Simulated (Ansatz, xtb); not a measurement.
Species: C4H7 (charge 0, doublet). It need not be the lowest isomer of its formula. SMILES: [CH]1CCC1
Structure (B3LYP-D3(BJ)/def2-TZVP (Ansatz, a quantum-chemistry and plane-wave program) minimum search):
```
C
H 1 1.0889
H 1 1.0889 2 108.68
C 1 1.5609 2 114.43 3 -129.29
H 4 1.0965 1 114.95 2 125.51
H 4 1.0965 5 106.82 1 128.82
C 4 1.4977 5 115.85 6 130.74
H 7 1.0814 4 132.74 5 -63.15
C 7 1.4977 8 132.74 4 180.00
H 9 1.0965 7 115.85 8 -63.15
H 9 1.0965 10 106.82 7 -130.74
```
Charge 0, spin multiplicity 2.

Harmonic wavenumbers from GFN2-xTB (xtb, at its own minimum), cm⁻¹: 133, 158, 764, 771, 795, 977, 982, 996, 999, 1036, 1132, 1143, 1159, 1220, 1227, 1261, 1281, 1448, 1453, 1481, 2868, 2872, 2915, 2917, 3014, 3022, 3152.

Give the harmonic wavenumbers at B3LYP-D3(BJ)/def2-TZVP (Ansatz, finite differences of forces, unscaled).

80, 265, 744, 748, 797, 902, 904, 968, 1001, 1013, 1037, 1186, 1208, 1218, 1254, 1283, 1312, 1457, 1466, 1497, 2984, 2988, 3000, 3005, 3071, 3118, 3192 cm⁻¹. Zero-point energy 59.6 kcal/mol.

From these and the geometry, give the ideal-gas thermochemistry at 298.15 K and 1 atm (rigid rotor, harmonic oscillator).

Point group C2v, rotational symmetry number 2. Rotational constants 11.95, 10.95, 6.393 GHz. S(trans) 37.94, S(rot) 22.09, S(vib) 7.13, S(elec, spin only) 1.38, S 68.5 cal/(mol K). H(298) - H(0) 3.54 kcal/mol; G - E(el) 42.7 kcal/mol.
